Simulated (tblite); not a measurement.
Compound: N-methylacetamide, C₃H₇NO.
Structure used (GFN2-xTB), in Å, numbered top down from 1:
```
atom  x, y, z in Å
C1     1.887    0.057   -0.042
N2     0.483    0.262   -0.298
C3    -0.489   -0.364    0.408
C4    -1.889    0.008   -0.037
O5    -0.252   -1.141    1.306
H6     2.388   -0.354   -0.921
H7     2.372    0.993    0.241
H8     1.965   -0.652    0.782
H9     0.229    0.900   -1.035
H10   -2.026   -0.234   -1.089
H11   -2.610   -0.548    0.554
H12   -2.056    1.073    0.105
```

Computed values, GFN2-xTB/tblite, gas phase, harmonic and unscaled. Errors from tens to a few hundred cm⁻¹ against measured bands are possible. One conformer, not necessarily the lowest.

Harmonic wavenumbers (cm⁻¹): 65.6, 127.1, 159.1, 257.4, 413.5, 447.0, 584.2, 621.2, 887.3, 983.6, 1000.7, 1100.9, 1110.5, 1132.4, 1221.3, 1371.1, 1393.9, 1426.7, 1459.9, 1464.8, 1472.9, 1485.2, 1757.0, 2964.3, 2981.7, 3028.3, 3030.4, 3033.5, 3072.2, 3464.3.

A = 9943, B = 3932, C = 2921 MHz; mass 73.053 u (most abundant isotopes); point group Cs, symmetry number 1.

**Question.** What is the zero-point energy?

**Answer.** Half the sum of the wavenumbers: 21759 cm⁻¹ = 62.21 kcal/mol.

**Question.** What is S at 298.15 K and 1 bar for an ideal gas of classical rigid rotors and harmonic oscillators?

**Answer.** Translation 38.81, rotation 25.45, vibration 14.79: S = 79.0 cal/(mol K).

**Question.** And Cp and H(298.15 K) − H(0)?

**Answer.** Cp = 23.32 cal/(mol K), of which vibrations give 15.37 (their classical limit is 30 R = 59.6); H(298.15 K) − H(0) = 4.71 kcal/mol without the zero-point energy, 2.34 from vibrations.

**Question.** How do the functions run with temperature in this model?

**Answer.** 
```json
{"T (K)": "100", "S (cal/(mol K))": "59.8", "Cp (cal/(mol K))": "13.7", "H − H(0) (kcal/mol)": "1.06", "G − H(0) (kcal/mol)": "-4.92", "ln q(vib)": "0.80"}
{"T (K)": "200", "S (cal/(mol K))": "70.8", "Cp (cal/(mol K))": "18.4", "H − H(0) (kcal/mol)": "2.67", "G − H(0) (kcal/mol)": "-11.49", "ln q(vib)": "2.17"}
{"T (K)": "300", "S (cal/(mol K))": "79.2", "Cp (cal/(mol K))": "23.4", "H − H(0) (kcal/mol)": "4.76", "G − H(0) (kcal/mol)": "-19.00", "ln q(vib)": "3.51"}
{"T (K)": "500", "S (cal/(mol K))": "93.6", "Cp (cal/(mol K))": "33.5", "H − H(0) (kcal/mol)": "10.48", "G − H(0) (kcal/mol)": "-36.31", "ln q(vib)": "6.14"}
{"T (K)": "800", "S (cal/(mol K))": "111.9", "Cp (cal/(mol K))": "44.4", "H − H(0) (kcal/mol)": "22.29", "G − H(0) (kcal/mol)": "-67.22", "ln q(vib)": "10.00"}
{"T (K)": "1000", "S (cal/(mol K))": "122.3", "Cp (cal/(mol K))": "49.3", "H − H(0) (kcal/mol)": "31.69", "G − H(0) (kcal/mol)": "-90.66", "ln q(vib)": "12.45"}
```

q(vib) and H(0) count from the zero-point level.

**Question.** Blend soft modes into free rotors: weight 1/[1 + (100 cm⁻¹/ν̃)⁴] for the oscillator and the rest for a rotor with moment μB/(μ + B), μ = h/(8π²ν), B = 10⁻⁴⁴ kg m². What vibrational entropy results?

**Answer.** 13.82 cal/(mol K) in place of 14.79, which changes −T·S at 298.15 K by +0.29 kcal/mol.

**Question.** Which modes carry the vibrational entropy at 298.15 K?

**Answer.** 65.6 cm⁻¹: 4.28; 127.1 cm⁻¹: 2.99; 159.1 cm⁻¹: 2.56; 257.4 cm⁻¹: 1.68; 413.5 cm⁻¹: 0.91; 447.0 cm⁻¹: 0.80 cal/(mol K); the other 24 give 1.56 together.

Hindered rotation and anharmonicity are outside this model. Other conformers, if any are populated, would add a mixing term that is left out.

Hardware: an Arm Neoverse V1 with one thread (shared host). This covers the Hessian and the dipole derivatives.
